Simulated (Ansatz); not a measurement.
Basis-set extrapolation for C$_{4}$H$_{4}$OS (`Oc1cccs1`) (PBE0-D4/def2-TZVP geometry, frozen core, Ansatz 0.2.0). Multiplicity 1, RHF reference.

|  | def2-TZVPP | def2-QZVPP |
| --- | --- | --- |
| HF | -626.266096 | -626.287251 |
| MP2 correlation | -1.042953 | -1.118198 |
| CCSD(T) correlation | -1.119460 | not run |

Energies in hartree. Use E(X) = E(∞) + A·exp(−7.88·√X) for Hartree–Fock and E(X) = E(∞) + B·X^(−2.97) for correlation, with X = 3 and 4, and add CCSD(T) minus MP2 of the smaller set to the MP2 limit.

Question: What is the CCSD(T) energy at the basis-set limit?

Answer: HF limit: -626.287251 + (-0.021155) × 0.13774 = -626.29016. MP2 limit: -1.118198 + (-0.075245) × 0.74074 = -1.17393. Higher-order term: -1.119460 − (-1.042953) = -0.07651. Total: -627.54060 hartree, 4.22 eV below CCSD(T)/def2-TZVPP.
